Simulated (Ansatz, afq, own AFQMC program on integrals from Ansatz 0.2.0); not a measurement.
# CHO, doublet: AFQMC among the cluster methods

```xyz
3

C     0.0160    0.0094    0.0114
O     0.6902    0.5554    0.7997
H    -0.1605   -1.1113   -0.0242
```

Connectivity, by distances: CH–O.

Basis def2-TZVP. Only valence electrons are correlated. AFQMC by an in-house program on the Cholesky factors that Ansatz 0.2.0 writes for its CCSD(T) run. ph-AFQMC/CISD is guided by a CISD state made of CCSD amplitudes; releasing the constraint for a short imaginary time cuts its bias at the price of noise, slowly where states lie close. Error bars are statistical, one sigma.

Determinant: UHF, the one that the program's search chose, which needn't be the lowest solution. The geometry is a PBE0/def2-SVP stationary point of this or a neighbouring charge and spin state.

No full CI on the walks' own integrals is used here; CCSDT(Q) serves as the reference and is uncertain by about the last step of the cluster series.

* T1 diagnostic: 0.0223
* weight of the determinant in the CISD state: 0.888
* ⟨S²⟩ of the determinant: 0.765
* size of the correlated space: 11 electrons in 66 orbitals

| level | correlation energy (eV) |
| --- | --- |
| MP2 | -9.8831 |
| CCSD | -10.0935 |
| CCSD(T) | -10.5450 |

(1) Estimate where AFQMC with the constraint released lies against CCSD(T) on the same integrals.

(1) 4.0 ± 0.9 kJ/mol below CCSD(T).

Reference: CCSDT(Q), correlation energy -10.587 eV. The released energy is read at 2.40 1/Eh (meV from the phaseless value at times in 1/Eh: -7 ± 5 at 0.24, -3 ± 4 at 0.51, -8 ± 5 at 0.99, -6 ± 6 at 1.62, -11 ± 9 at 2.40).

| level | E − E(reference) (kJ/mol) | share of correlation (%) |
| --- | --- | --- |
| CCSD(T) | 4.1 | 99.60 |
| CCSDT | 3.0 | 99.71 |
| ph-AFQMC/CISD | 1.2 ± 0.5 | 99.89 |
| released AFQMC | 0.1 ± 0.9 | 99.99 |

A walk keeps the symmetry of its determinant, which the program's search chose and which needn't be the lowest solution, so a lower state of the same spin and another symmetry isn't excluded. Released energies are given only where the last usable release times agree within the noise; a slower fall can still hide under it.
